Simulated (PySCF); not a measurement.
Isomers of H6N2Si, one GFN2-xTB conformer each. Single-point energies are computed at PBE0/pcSseg-1 (PySCF, gas phase, no added dispersion term), electronic only.

Task: Rank them by PBE0/pcSseg-1 energy, lowest first (kcal/mol).
A. `[NH2:1][NH:2][SiH3:3]` with H–N1–N2–Si3 68° and -48°
B. `[NH2:1][SiH2:2][NH2:3]` with H–N1–Si2–N3 -58° and 79°, N1–Si2–N3–H 169° and -55°

Result: B (0.0), A (51.6).

As drawn, the higher has an N–N linkage, which the lower lacks. GFN2-xTB itself gives, in the same order: 0.0, 32.9. Both levels put the same isomer lowest.

Task: Which frontier levels, dipoles and rotational constants go with these structures?

Result: 
| SMILES | HOMO (eV, PBE0/pcSseg-1) | LUMO (eV) | dipole (D) | A, B, C (MHz) |
| --- | --- | --- | --- | --- |
| N[SiH2]N | -7.16 | 1.22 | 1.82 | 20573, 6651, 5561 |
| NN[SiH3] | -6.86 | 0.50 | 0.88 | 31079, 5368, 4964 |
